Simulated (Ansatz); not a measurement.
C3H5, doublet: energies of several shapes or isomers

Program: Ansatz, Gaussian basis, development build. Basis cc-pVDZ, nonrelativistic, no frozen core; active space CAS(3,3). Restricted Hartree–Fock, then the lowest state-specific CASSCF solution met for each case. Single-reference values can break down or jump between states where bonds are stretched. Unlike active orbitals can shift such differences by tenths of an eV, at times by over 1 eV.

Case A:

```xyz
8

C     0.0000   -0.2315    1.2240
C     0.0003    0.4426    0.0128
C     0.0005   -0.1610   -1.2350
H     0.0000   -1.3177    1.2625
H     0.0004    1.5327    0.0441
H    -0.9298   -0.4055   -1.7409
H    -0.0001    0.2987    2.1706
H     0.9242   -0.4089   -1.7473
```

Case B:

```tsv
atom	x (Å)	y (Å)	z (Å)
C	0.0000	0.1960	1.2300
C	0.0000	-0.4430	0.0000
C	0.0000	0.1960	-1.2300
H	0.0000	1.2807	1.2995
H	0.0000	-1.5336	0.0000
H	0.0000	1.2807	-1.2995
H	0.0000	-0.3610	2.1610
H	0.0000	-0.3610	-2.1610
```

Energy less that of case A, in eV:

```
case  RHF/ROHF  CASSCF
   B    -0.558  -0.821
```

Question: What does SC-NEVPT2 give for these differences?

Answer: B: -0.942 eV (-21.7 kcal/mol).
